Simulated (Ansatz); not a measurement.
**MgN2H4: single points off equilibrium**

The task here is to estimate one member of a computed series from the others.

Computed with Ansatz 0.2.0, Gaussian basis. Level: single points in def2-TZVPP.

Correlated methods freeze the cores. The outer core shell of Li, Na, Mg and K is correlated.

## Starting geometry

7 atoms, charge 0, spin multiplicity 1.

Atoms are counted from 1 here; the program's logs count them from 0.

Bond lengths: N1–Mg2 1.837 Å, N1–H4 1.068 Å, N1–H5 1.035 Å, Mg2–N3 1.920 Å, N3–H6 1.070 Å, N3–H7 1.002 Å. Angles: Mg2–N1–H4 108.0°, Mg2–N1–H5 112.7°, H4–N1–H5 102.6°, N1–Mg2–N3 134.1°, Mg2–N3–H6 110.8°, Mg2–N3–H7 123.1°, H6–N3–H7 102.9°.

Geometry (Å):

```csv
atom,x (Å),y (Å),z (Å)
N1,-1.31370,0.04070,-1.15370
Mg2,0.48180,0.23370,-0.81490
N3,1.55870,0.14280,0.77190
H4,-1.61750,-0.91620,-0.78870
H5,-1.89800,0.68990,-0.59800
H6,1.49640,-0.82730,1.21870
H7,1.43450,0.75780,1.55290
```

Set-up of the first run:

run/in.yaml reads:

```yaml
crystal:
  periodic: [false, false, false]
  atoms:
    - {symbol: N, position_ang: [-1.313700, 0.040700, -1.153700]}
    - {symbol: Mg, position_ang: [0.481800, 0.233700, -0.814900]}
    - {symbol: N, position_ang: [1.558700, 0.142800, 0.771900]}
    - {symbol: H, position_ang: [-1.617500, -0.916200, -0.788700]}
    - {symbol: H, position_ang: [-1.898000, 0.689900, -0.598000]}
    - {symbol: H, position_ang: [1.496400, -0.827300, 1.218700]}
    - {symbol: H, position_ang: [1.434500, 0.757800, 1.552900]}
basis:
  gaussian: {orbitals: def2-TZVPP}
correlation: {method: ccsd_t}
output: {forces: true}
```

No record of the launch command was kept for these runs.

Steps of the session up to this table: CCSD(T)/def2-TZVPP; PBE0-D4/def2-TZVPP; wB97M-V/def2-TZVPP; r2SCAN-D4/def2-TZVPP; PBE-D4/def2-TZVPP; r2SCAN0-D4/def2-TZVPP; wB97X-V/def2-TZVPP.

One table of the session follows, with a row left open; its other results are not shown here.

| method | RMS force component (eV/Å) | angle to CCSD(T) forces (°) | dipole (D) |
| --- | --- | --- | --- |
| CCSD(T) | 1.048 | reference | 1.63 |
| PBE0-D4 | 1.071 | 2.1 | 1.48 |
| wB97M-V | 1.072 | 2.5 | 1.45 |
| r2SCAN-D4 | 1.037 | 0.7 | 1.53 |
| PBE-D4 | 0.973 | 8.9 | 1.38 |
| r2SCAN0-D4 | 1.124 | 6.1 | 1.57 |
| wB97X-V | ? | ? | ? |

**Question.** Estimate the row for wB97X-V.

**Answer.** RMS force component (eV/Å): 1.072; angle to CCSD(T) forces (°): 2.3; dipole (D): 1.47.
